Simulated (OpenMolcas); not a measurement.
# Si2H6O (disiloxane): levels of theory compared

We compute a comparison of 6 runs (HF/3-21G, B3LYP/6-31G*, B3LYP/cc-pVDZ, BLYP/cc-pVDZ, PBE/cc-pVDZ, MP2/cc-pVDZ) of Si2H6O (disiloxane). 

Program for the calculation: OpenMolcas 26.06.

## (1) Starting point

Si2H6O has 9 atoms, charge 0, and is taken as a singlet. SMILES: `[SiH3]O[SiH3]`. The coordinates come from a PBE0-D4/def2-TZVP relaxation.

Bond lengths: Si1–O2 1.634 Å, O2–Si3 1.634 Å, Si1–H4 1.487 Å, Si1–H5 1.483 Å, Si1–H6 1.487 Å, Si3–H7 1.483 Å, Si3–H8 1.486 Å, Si3–H9 1.487 Å. Some angles: Si1–O2–Si3 147.2°, O2–Si1–H4 110.2°, O2–Si1–H5 108.3°, O2–Si1–H6 110.2°, O2–Si3–H7 108.3°, O2–Si3–H8 110.2°, O2–Si3–H9 110.2°, H4–Si1–H5 109.6°, H4–Si1–H6 109.0°, H5–Si1–H6 109.6°.

## (2) Energy and gradient at HF/3-21G (run 1)

calc.inp

```
&gateway
 baslib
 $CurrDir
 coord
 9
 angstrom
 Si      -0.710290       1.052660      -0.919520
 O        0.425550       0.090990      -0.245380
 Si       0.775570      -1.038810       0.881750
 H       -1.787270       0.226580      -1.525660
 H       -0.060640       1.872420      -1.970220
 H       -1.306170       1.942760       0.111330
 H        2.224270      -1.343130       0.800010
 H       -0.009310      -2.275600       0.628780
 H        0.448290      -0.527870       2.238910
 basis
 3-21G
 group
 NoSym

&seward

&scf
 thresholds
 1e-10 1e-07 1e-07 1e-05
 prorbitals
 0

&alaska
```

The basis set 3-21G is read from a file made from the Basis Set Exchange's data (not shown).

Started as:

```
$ export MOLCAS_MEM=1860
$ pymolcas calc.inp > calc.log
```

Output:

```text
--- Start Module: gateway ---
[...]
--- Stop Module: gateway /rc=_RC_ALL_IS_WELL_ ---
[...]
      Basis functions           47
[...]
--- Start Module: scf ---
[...]
       Convergence after  11 Iterations
[...]
::    Total SCF energy                               -652.7848676553
[...]
      Total spin, S                                     0.0000000000
[...]
      Total electronic charge=   42.000000
      Total            charge=   -0.000000
[...]
      Dipole Moment (debye):
      Origin of the operator (angstrom)=    0.1043    0.0223   -0.0602
                   X= -6.5465E-01               Y= -1.3906E-01               Z=  3.7847E-01           Total=  7.6886E-01
      Quadrupole Moment (debye*angstrom):
[...]
 *              Molecular gradients               *
 **************************************************
  Irreducible representation: a
 ------------------------------------------------------------------------------------------
                              X                       Y                       Z
 ------------------------------------------------------------------------------------------
  SI1               3.67715316883910E-03   -1.37049527930539E-02    1.38992052458127E-02
  O2                3.06250096736083E-03    6.33401151519219E-04   -1.78192563846924E-03
  SI3              -1.42154540519810E-02    1.14784475933813E-02   -7.80098143575358E-03
  H4                1.58293948519983E-03   -1.21528600823950E-03    2.03095959139699E-04
  H5                3.23834384875821E-03   -1.25945649838677E-03    3.31906943289884E-04
  H6                1.69802472264391E-03   -6.45598968870509E-04    6.75339938800867E-04
  H7                8.06286348337792E-04    2.16542113266427E-03   -2.61633489308516E-03
  H8               -6.91356147308753E-06    1.02548613824061E-03   -1.72493847303093E-03
[...]
```

Wall time 1.9 s (1 thread of Arm Neoverse V2, shared host); peak memory 0.38 GiB.

## (3) Energy and gradient at B3LYP/6-31G(d) (spherical functions) (run 2)

input.xyz

```xyz
9

Si    -0.710290     1.052660    -0.919520
O      0.425550     0.090990    -0.245380
Si     0.775570    -1.038810     0.881750
H     -1.787270     0.226580    -1.525660
H     -0.060640     1.872420    -1.970220
H     -1.306170     1.942760     0.111330
H      2.224270    -1.343130     0.800010
H     -0.009310    -2.275600     0.628780
H      0.448290    -0.527870     2.238910
```

test.inp

```
* H6OSi2 Kohn-Sham DFT

&GATEWAY
  BASLIB=$CurrDir
  COORD=input.xyz
  BASIS=6-31Gs
  GROUP=NoSym

&SEWARD
  GRIDINPUT
  Grid=UltraFine
  End of Grid

&SCF
  KSDFT=B3LYP
  THRESHOLDS=1e-10 1e-07 1e-07 1e-05
  PRORBITALS=0

&ALASKA
```

The basis set 6-31G* is read from a file made from the Basis Set Exchange's data (not shown).

Started as:

```
$ export MOLCAS_MEM=1860
$ pymolcas test.inp > test.log
```

Output:

```text
--- Start Module: gateway ---
[...]
--- Stop Module: gateway /rc=_RC_ALL_IS_WELL_ ---
[...]
      Basis functions           62
[...]
--- Start Module: scf ---
[...]
       Convergence after  11 Iterations
[...]
::    Total KS-DFT energy                            -657.8762554533
[...]
      Total spin, S                                     0.0000000000
[...]
      Total electronic charge=   42.000000
      Total            charge=   -0.000000
[...]
      Dipole Moment (debye):
      Origin of the operator (angstrom)=    0.1043    0.0223   -0.0602
                   X= -3.5129E-01               Y= -7.4371E-02               Z=  2.0334E-01           Total=  4.1265E-01
      Quadrupole Moment (debye*angstrom):
[...]
 *              Molecular gradients               *
 **************************************************
  Irreducible representation: a
 ------------------------------------------------------------------------------------------
                              X                       Y                       Z
 ------------------------------------------------------------------------------------------
  SI1               5.99579403521666E-03   -5.83679834088890E-03    4.41473526556990E-03
  O2               -5.18370476878882E-03   -1.13112557673456E-03    2.96966476097360E-03
  SI3              -2.79531142286338E-03    6.53519761548260E-03   -6.25158070760179E-03
  H4                1.10843088844659E-03   -4.36678151953362E-04    6.76311447595390E-04
  H5                5.83224008507965E-04   -7.32001818612993E-04    6.03981231246831E-04
  H6                9.65362323175789E-04   -9.60962828600476E-04    1.68896343908376E-04
  H7               -4.70524532343752E-04    7.52139510974636E-04   -6.73488658220020E-04
  H8               -3.36738937716241E-05    1.17352191567432E-03   -7.08155562368973E-04
[...]
```

Wall time 19 s (1 thread of Arm Neoverse V2, shared host); peak memory 0.4 GiB.

Runs 3 to 5 aren't shown in full; the table further down has their settings and results.

## (4) The energy at MP2/cc-pVDZ (run 6)

calc.input

```
&GATEWAY
BASLIB = $CurrDir
COORD
9
angstrom
Si      -0.710290       1.052660      -0.919520
O        0.425550       0.090990      -0.245380
Si       0.775570      -1.038810       0.881750
H       -1.787270       0.226580      -1.525660
H       -0.060640       1.872420      -1.970220
H       -1.306170       1.942760       0.111330
H        2.224270      -1.343130       0.800010
H       -0.009310      -2.275600       0.628780
H        0.448290      -0.527870       2.238910
BASIS = cc-pVDZ
GROUP = NoSym
&SEWARD
&SCF
THRESHOLDS = 1e-10 1e-07 1e-07 1e-05
PRORBITALS = 1 1
&MBPT2
FROZEN = 11
```

The basis set cc-pVDZ is read from a file made from the Basis Set Exchange's data (not shown).

Started as:

```
$ export MOLCAS_MEM=1860
$ pymolcas calc.input > calc.log
```

Output:

```text
--- Start Module: gateway ---
[...]
--- Stop Module: gateway /rc=_RC_ALL_IS_WELL_ ---
[...]
      Basis functions           80
[...]
--- Start Module: scf ---
[...]
       Convergence after  11 Iterations
[...]
::    Total SCF energy                               -656.2852715290
[...]
      Total spin, S                                     0.0000000000
[...]
      Total electronic charge=   42.000000
      Total            charge=   -0.000000
[...]
      Dipole Moment (debye):
      Origin of the operator (angstrom)=    0.1043    0.0223   -0.0602
                   X= -3.7918E-01               Y= -8.0253E-02               Z=  2.1952E-01           Total=  4.4543E-01
      Quadrupole Moment (debye*angstrom):
[...]
--- Stop Module: scf /rc=_RC_ALL_IS_WELL_ ---
[...]
--- Start Module: mbpt2 ---
[...]
WARNING!
Default frozen orbitals as non valence orbitals is overwritten by user input.
Default values:   5
[...]
       Reference weight ( Cref**2 )         =        0.88401
::    Total MBPT2 energy                             -656.6736214654
[...]
      Total MBPT2 calculations                           0.17      0.17
--- Stop Module: mbpt2 /rc=_RC_ALL_IS_WELL_ ---
[...]
```

It took 4.2 s on 1 thread of Arm Neoverse V2, shared host; peak memory 0.45 GiB.

## (5) The series

| run | level | integration grid | task | energy (Eh) | dipole moment (D) of the reference | HOMO energy (eV) | LUMO energy (eV) | wall time |
| --- | --- | --- | --- | --- | --- | --- | --- | --- |
| 1 | HF/3-21G | – | gradient | -652.784868 | 0.77 | -11.85 | 4.06 | 1.9 s |
| 2 | B3LYP/6-31G* (spherical functions) | UltraFine | gradient | -657.876255 | 0.41 | -8.31 | 0.04 | 19 s |
| 3 | B3LYP/cc-pVDZ | UltraFine | gradient | -657.904509 | 0.35 | -8.31 | 0.05 | 28 s |
| 4 | BLYP/cc-pVDZ | UltraFine | gradient | -657.816709 | 0.31 | -6.98 | -0.49 | 29 s |
| 5 | PBE/cc-pVDZ | UltraFine | gradient | -657.453688 | 0.32 | -7.10 | -0.68 | 30 s |
| 6 | MP2/cc-pVDZ | – | energy | -656.673621 | 0.45 | -12.14 | 3.60 | 4.2 s |

## (6) Outcome

| quantity | value |
| --- | --- |
| run 6: total energy | -656.67362 Eh |
| run 6: dipole moment (mean-field density) | 0.45 D |
| run 6: HOMO energy (Hartree–Fock orbitals) | -12.14 eV |
| run 6: LUMO energy (Hartree–Fock orbitals) | 3.60 eV |
| run 6: HOMO–LUMO gap (Hartree–Fock orbitals) | 15.75 eV |
| run 6: correlation energy (11 core orbitals frozen) | -388.3 mEh |

In words: Over runs 1, 2, 3, 4, 5 the dipole moment (its size) runs from 0.31 D (BLYP/cc-pVDZ) to 0.77 D (HF/3-21G). The two ends differ in method and basis. Over runs 1, 2, 3, 4, 5 the HOMO–LUMO gap runs from 6.42 eV (PBE/cc-pVDZ) to 15.91 eV (HF/3-21G). Totals of different functionals can't be ranked against each other. All runs together took 1.9 min, the longest 30 s.
